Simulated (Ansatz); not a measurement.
ReS2 (P-1, No. 2; cell taken from a computed entry), treated with LDA in Ansatz (plane waves, PAW).

Settings: plane-wave cutoff 520 eV, 6×6×4 k mesh (along the axes of the cell as run), Fermi–Dirac smearing 0.01 eV, no spin polarisation, scalar-relativistic PAW data made under PBE.

Cell (relaxed at this level):

```xyz
24
Lattice="6.2992 -0.0069 -0.0067 3.0873 5.6092 0.0092 0.1114 3.3497 12.0077" Properties=species:S:1:pos:R:3 pbc="T T T"
Re     1.4101     1.1886     2.9528
Re     8.0878     7.7635     9.0573
Re     3.3388     3.2874     3.0522
Re     6.1592     5.6646     8.9579
Re     4.9387     1.0323     2.9823
Re     4.5592     7.9197     9.0278
Re     3.3885     5.5153     8.9941
Re     6.1094     3.4368     3.0160
S      7.9266     4.5028     1.8276
S      1.5713     4.4492    10.1825
S      6.2920     7.3122    10.5658
S      3.2059     1.6399     1.4443
S      4.6325     4.6849     1.6687
S      4.8654     4.2672    10.3415
S      3.2393     7.0422    10.7451
S      6.2586     1.9099     1.2650
S      4.7085     6.3928     7.2768
S      4.7894     2.5592     4.7333
S      3.2036     5.4003     4.3455
S      6.2943     3.5517     7.6646
S      1.5430     2.8361     4.5607
S      7.9549     6.1159     7.4494
S      6.2088     5.5755     4.1798
S      3.2891     3.3765     7.8303
```

Task: What does this level give for the band gap?

Result: 
band gap: 1.18 eV (on the SCF k mesh)

Note: the relaxation could not lower the start's symmetry, so the cell can be a saddle point above a distorted one.

Spin–orbit coupling is not included.

Computed values are for the static lattice.

The result took roughly 60 core-minutes.

Ansatz is a quantum-chemistry and plane-wave program.
